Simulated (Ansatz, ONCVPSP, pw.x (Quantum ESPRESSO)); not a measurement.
## Equation-of-state test of one ONCV potential (Al (Z = 13))

```
Element                 : aluminium
Generator               : ONCVPSP 4.0.1.1 (patched build)
Type                    : optimised norm-conserving Vanderbilt (ONCV)
Functional              : PBEsol
Relativity              : scalar-relativistic
Frozen core             : [Ne]
Valence charge          : 3
Reference configuration : 3s2 3p1
Partial waves           : 3s: rc 1.95 bohr, ncon 4, nbas 8, qcut 2.6 1/bohr, 2 projectors, debl 1.3 Ha; 3p: rc 1.95 bohr, ncon 3, nbas 7, qcut 4.1 1/bohr, 2 projectors, debl 1.8 Ha; d scattering state at 0.43 Ha: rc 2.15 bohr, ncon 4, nbas 9, qcut 4.2 1/bohr, 2 projectors, debl 0.5 Ha
Local potential         : polynomial inside 1.45 bohr (lpopt 4, dvloc0 0 Ha)
Core correction         : Teter function fitted to the true core (icmod 2), fcfact 0.64
```

Crystal test: bcc Al in pw.x 7.5, no spin, 14³ k-points, Fermi–Dirac smearing 0.01 Ry, cutoffs 95/380 Ry. The reference is all-electron LAPW (Ansatz 0.2.0) with the same functional, mesh and smearing; V0 and B0 come from Birch–Murnaghan fits to the pressures at five volumes. Errors are pseudo minus all-electron; Δ is the rms difference of the E(V) curves that follow from these fits, minima aligned, over ±6 % about the mean V0. Mesh and smearing are coarse, so the numbers serve the comparison and aren't converged zero-temperature values; the lattice is a test structure that the element need not adopt.

```tsv
V (Å³/atom)	P all-electron (GPa)	P pseudo (GPa)
15.746	4.37	3.91
16.161	2.13	1.74
16.575	0.16	-0.16
16.989	-1.55	-1.83
17.404	-3.06	-3.29
```

All-electron: a0 = 3.215 Å (V0 = 16.61 Å³/atom), B0 = 72.6 GPa.

Pseudopotential: mean pressure error (GPa): -0.34; a0 (Å): 3.210; a0 error (%): -0.15; B0 error (%): -1.0; Δ (meV/atom): 1.2.

At the middle volume, how do free energy and pressure move when the wave cutoff is lowered (ecutrho kept at four times it)?

```tsv
cutoff (Ry)	shift of F (meV/atom)	shift of P (GPa)
43	+22.8	-0.26
57	+17.2	+0.05
76	+7.6	-0.29
```

Input at the middle volume:

```
&control
  calculation='scf', prefix='x', pseudo_dir='./', outdir='./tmp', tstress=.true., disk_io='low'
/
&system
  ibrav=0, nat=1, ntyp=1, ecutwfc=95, ecutrho=380, nbnd=8,
  occupations='smearing', smearing='fd', degauss=0.01
/
&electrons
  conv_thr=1e-09, mixing_beta=0.4, electron_maxstep=70
/
ATOMIC_SPECIES
Al 1.0 Al.UPF
CELL_PARAMETERS angstrom
  -1.60619344 1.60619344 1.60619344
  1.60619344 -1.60619344 1.60619344
  1.60619344 1.60619344 -1.60619344
ATOMIC_POSITIONS crystal
Al 0.0000 0.0000 0.0000
K_POINTS automatic
14 14 14 0 0 0
```

```bash
pw.x < Al.scf.in > Al.scf.out
```

Lines of the output:

```
Message from routine setup:
     using ibrav=0 with symmetry is DISCOURAGED, use correct ibrav instead
     lattice parameter (alat)  =       5.2572  a.u.
     unit-cell volume          =     111.8536 (a.u.)^3
     number of electrons       =         3.00
     number of Kohn-Sham states=            8
     kinetic-energy cutoff     =      95.0000  Ry
     charge density cutoff     =     380.0000  Ry
     scf convergence threshold =      1.0E-09
     Exchange-correlation= PBESOL
     number of k points=   104  Fermi-Dirac smearing, width (Ry)=  0.0100
     iteration #  1     ecut=    95.00 Ry     beta= 0.40
     total energy              =      -5.85131953 Ry
     estimated scf accuracy    <       0.00535619 Ry
     iteration #  2     ecut=    95.00 Ry     beta= 0.40
     total energy              =      -5.85050597 Ry
     estimated scf accuracy    <       0.00167629 Ry
     iteration #  3     ecut=    95.00 Ry     beta= 0.40
     total energy              =      -5.85058271 Ry
     estimated scf accuracy    <       0.00000126 Ry
     iteration #  4     ecut=    95.00 Ry     beta= 0.40
     total energy              =      -5.85058454 Ry
     estimated scf accuracy    <       0.00000001 Ry
     iteration #  5     ecut=    95.00 Ry     beta= 0.40
     total energy              =      -5.85058455 Ry
     estimated scf accuracy    <          4.2E-09 Ry
     iteration #  6     ecut=    95.00 Ry     beta= 0.40
     the Fermi energy is     7.7981 ev
!    total energy              =      -5.85058455 Ry
     estimated scf accuracy    <          1.4E-10 Ry
     smearing contrib. (-TS)   =      -0.00173372 Ry
     The total energy is F=E-TS. E is the sum of the following terms:
     one-electron contribution =       2.93700440 Ry
     hartree contribution      =       0.00422000 Ry
     xc contribution           =      -3.39464955 Ry
     ewald contribution        =      -5.39542568 Ry
     convergence has been achieved in   6 iterations
          total   stress  (Ry/bohr**3)                   (kbar)     P=       -1.63
```

The run at the middle volume (104 k-points, 6 iterations) took about 32 s on one core of a shared host (Neoverse-N1, 64 threads, 124 GiB, load 48).
